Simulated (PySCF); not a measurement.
Molecule: SMILES BC#C, C₂H₃B.

Structure with atom numbers: `[BH2:1][C:2]#[CH:3]`. Each H is labelled by its parent atom.

Spin–spin couplings on one PBE0-D3(BJ)/def2-SVP geometry, PySCF 2.14.0 with density-fitted response routines, gas phase, non-relativistic, equivalent pairs averaged; isotopes $^{13}$C, $^{1}$H, $^{11}$B; basis pcJ-1.

Q: How do the couplings (Hz) change with the functional? Times are CPU seconds on 1 thread of an Arm Neoverse V2, shared host.

A: 
```tsv
functional	functions	$^{1}J$(C3,H(C3))	$^{1}J$(C2,C3)	$^{1}J$(B1,H(B1))	$^{1}J$(B1,C2)	$^{2}J$(C2,H(C3))	$^{2}J$(B1,C3)	$^{2}J$(C2,H(B1))	core-s
LDA	111	211.7	145.4	112.8	75.2	40.2	16.1	3.6	2.6
PBE	111	245.3	157.4	137.3	88.5	44.0	18.7	2.8	4
KT2	111	268.0	141.0	144.4	74.5	46.7	15.4	4.1	4.1
B3LYP	111	266.4	171.7	147.6	96.5	46.4	18.8	3.4	4.9
PBE0	111	252.2	167.4	139.6	93.0	44.5	18.1	1.4	3.7
B97-2	111	242.6	165.5	142.0	98.1	41.4	19.7	1.9	3.6
BHandHLYP	111	284.3	191.1	155.4	105.5	45.4	17.2	1.3	3.9
CAM-B3LYP	111	262.4	173.5	144.4	95.2	48.0	18.9	3.0	4.7
``` Left out for a near triplet instability: HF/pcJ-1.
